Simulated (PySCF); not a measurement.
**How well do the runs reproduce experiment for tetrahydropyran?**

**Measured values to compare with.**

NIST CCCBDB Release 22 (SRD 101), experimental dipoles lists, for the gas: dipole moment 1.74 D.

How close the calculation comes is told at the end.

Species: tetrahydropyran, C₅H₁₀O.
SMILES with atom numbers: `[CH2:1]1[CH2:2][CH2:3][O:4][CH2:5][CH2:6]1` (hydrogens: H7, H8 on C1; H9, H10 on C2; H11, H12 on C3; H13, H14 on C5; H15, H16 on C6)

Cartesian coordinates in Å at the GFN2-xTB level; atoms count from 1:
```xyz
16
C5H10O angstrom
C     -0.1361    0.9690    0.7722
C     -1.3065    0.4136   -0.0370
C     -1.0359   -1.0525   -0.3775
O      0.1713   -1.2148   -1.0860
C      1.2772   -0.7558   -0.3431
C      1.1594    0.7301   -0.0008
H     -0.0842    0.4564    1.7362
H     -0.2757    2.0343    0.9643
H     -2.2393    0.4934    0.5226
H     -1.4091    0.9789   -0.9649
H     -1.0031   -1.6451    0.5515
H     -1.8162   -1.4565   -1.0260
H      1.3686   -1.3408    0.5868
H      2.1530   -0.9478   -0.9665
H      2.0259    1.0407    0.5845
H      1.1429    1.3058   -0.9279
```

Runs made with PySCF (gas phase, on this GFN2-xTB geometry; no spin–orbit coupling):

| level | job | basis functions | wall time |
| --- | --- | --- | --- |
| PBE0/pcSseg-1 | shieldings, ring-centre shieldings, charges and field gradients | 152 | 19 s |

Hardware: x86-64 server, one thread, no GPU, shared host.

## Comparison

**Dipole moment.** Measured: 1.74 D (NIST CCCBDB Release 22 (SRD 101), experimental dipoles).

| level | computed (D) | computed − measured (D) | % (from the printed values) |
| --- | --- | --- | --- |
| PBE0/pcSseg-1 | 1.47 | -0.27 | -16 |

The computed dipoles belong to one fixed geometry; measured ones are averaged over vibrations unless marked μe. Magnitudes are compared, not signs.

No measured geometry was used, and the causes of the misses weren't examined.
